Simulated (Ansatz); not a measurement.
## Elastic constant C66 of hcp Ti at several levels of theory

No measured value is used here.

```tsv
level (code)	value (GPa)	cell (Å³/atom)
LDA (Ansatz)	(withheld)	16.10
PBE (Ansatz)	46.7	17.39
PBEsol (Ansatz)	47.3	16.73
r²SCAN (Ansatz)	49.2	17.31
HSE06 (Ansatz)	67.5	17.19
```

Problem. What belongs in the gaps?

Solution. 
- LDA (Ansatz, a first-principles code), value (GPa): 43.3

HSE06: hybrids on metals are sensitive to the k mesh. Each level is taken at its own relaxed cell. Cutoffs and k meshes differ between the levels. Ansatz's density-functional and Hartree–Fock values are scalar-relativistic unless marked +SOC, with PAW data made under PBE.
